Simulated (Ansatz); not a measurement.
hcp Lu was calculated with r²SCAN+SOC (PAW; Ansatz, an electronic-structure program).

Numerical settings: plane-wave cutoff 560 eV, 18×18×10 k mesh (along the axes of the cell as run), Fermi–Dirac smearing 0.05 eV, PAW data made under PBE.

Shape and atoms are relaxed at each volume.

Pressure at four volumes; x = ln(V/28.823 Å³). One pressure is withheld.

```tsv
V (Å³/atom)	x	P (GPa)
27.670	-0.0408	2.04
28.823	0.0000	0.00
29.399	0.0198	-0.89
29.976	0.0392	?
```

Pass a parabola P(x) through the three rows shown, estimate the bulk modulus and its pressure derivative near zero pressure, and predict the withheld pressure.

Slopes between the rows: (0.00 − (2.04))/(0.0000 − (-0.0408)) = -50.00 and (-0.89 − (0.00))/(0.0198 − (0.0000)) = -44.95 GPa. Their difference over the span 0.0606 is c = 5.05/0.0606 = 83.3 GPa, so P(x) = 2.04 + (-50.00)(x − (-0.0408)) + 83.3 (x − (-0.0408))(x − (0.0000)). At the middle row B = −dP/dx = −[-50.00 + 83.3 × 0.0408] = 46.6 GPa, and B′ = dB/dP = 2c/B = 3.6. At x = 0.0392 the parabola gives -1.70 GPa; the run gives -1.71 GPa. The Birch–Murnaghan fit to the energies at all volumes has B0 = 46.6 GPa and B′ = 3.4.

Measured, for comparison: bulk modulus 47.6 GPa (room temperature, no zero-point or thermal correction; as tabulated in Wikipedia's data pages). Computed (rounded) less measured: bulk modulus -2 %.

Note: the bulk modulus comes from volumes at which shape and atoms were relaxed.
